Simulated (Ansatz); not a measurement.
Species: sulfur dioxide, SO2, charge 0, multiplicity 1. 
Geometry from a B3LYP-D3(BJ)/def2-TZVP (Ansatz, an electronic-structure program) optimisation:
```
S
O 1 1.4386
O 1 1.4386 2 118.87
```

Basis-set convergence of Hartree-Fock and CCSD(T) correlation energies (hartree) with Ansatz. Valence correlation only, unless marked. No spin-orbit coupling. Non-relativistic.

The Hartree-Fock reference is unstable (checked in the largest basis), which strains HF and MP2. 

| basis | functions | E(HF) | E(corr, CCSD(T)) |
|---|---|---|---|
| cc-pV(D+d)Z | 51 | -547.20889 | -0.53992 |
| cc-pV(T+d)Z | 99 | -547.30154 | -0.68517 |
| cc-pV(Q+d)Z | 174 | -547.31959 | -0.73592 |

Extrapolating the two largest sets (X = 3 and 4) as X^-3: E(corr) = (64·(-0.73592) - 27·(-0.68517))/37 = -0.7730 Eh, an estimate of the basis-set limit. The largest set recovers 95.2 % of it, the smallest 69.9 %.
